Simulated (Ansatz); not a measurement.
What does this script print? It uses Ansatz 0.2.0 through its Python package.

`dimer_h4si.py`
```python
import logging
import sys

import ansatz as az

logging.basicConfig(stream=sys.stdout, format="%(name)s: %(message)s")
logger = logging.getLogger("run")
logger.setLevel(logging.INFO)

BASIS_SET = "def2-SVPD"
XC = "B3LYP"

FIRST = [
    ("Si", (0.0, 0.0003, -0.0008)),
    ("H", (0.9513, -0.6773, 0.8764)),
    ("H", (-1.309, 0.0442, 0.646)),
    ("H", (-0.1032, -0.7292, -1.2622)),
    ("H", (0.4609, 1.362, -0.2594)),
]
SECOND = [
    ("Si", (2.8363, 0.3088, 2.831)),
    ("H", (3.5031, 0.7055, 4.0685)),
    ("H", (3.7333, -0.5359, 2.0466)),
    ("H", (2.4909, 1.501, 2.0609)),
    ("H", (1.6211, -0.4365, 3.1501)),
]

def energy(atoms, ghosts=()):
    molecule = az.Crystal.molecule()
    for symbol, xyz in atoms:
        molecule = molecule.atom(symbol, xyz)
    calc = (
        molecule.calculation()
        .basis(gaussian=BASIS_SET)
        .functional(XC)
    )
    deck = calc.input()
    if ghosts:
        deck = deck.set(az.key.basis.gaussian.ghost_atoms, [{"symbol": s, "position_ang": list(xyz)} for s, xyz in ghosts])
    return az.Session.from_dict(deck).plan().execute().report["free_energy_ev"]

both = energy(FIRST + SECOND)
alone = energy(FIRST) + energy(SECOND)
ghosted = energy(FIRST, SECOND) + energy(SECOND, FIRST)
logger.info(f"dimer {both:.6f} eV")
logger.info(f"interaction, uncorrected   {96.485332 * (both - alone):8.3f} kJ/mol")
logger.info(f"interaction, counterpoise  {96.485332 * (both - ghosted):8.3f} kJ/mol")
logger.info(f"basis-set superposition    {96.485332 * (alone - ghosted):8.3f} kJ/mol")
```

`python dimer_h4si.py` gives:
```text
run: dimer -15881.130293 eV
run: interaction, uncorrected      5.303 kJ/mol
run: interaction, counterpoise     6.818 kJ/mol
run: basis-set superposition       1.515 kJ/mol
```

Uncorrected it is 5.303 kJ/mol, with the counterpoise correction 6.818 kJ/mol; the difference, 1.515 kJ/mol, is the superposition error. In this basis both values are repulsive.

Total energies depend on the basis set; only differences at equal settings carry meaning. The dimer is a generated trial pose of unrelaxed monomers, not a minimum, so the figure is no binding energy, and the basis set is small. b3lyp holds the VWN-RPA fit, as in Gaussian; the form of ORCA and Turbomole is b3lyp5. This level lacks the dispersion part of the attraction (electrostatics and induction are there), which can decide the sign where the interaction is weak. Finished in 8 s on 1 thread of Arm Neoverse V2 (shared host), peak memory 0.25 GiB.
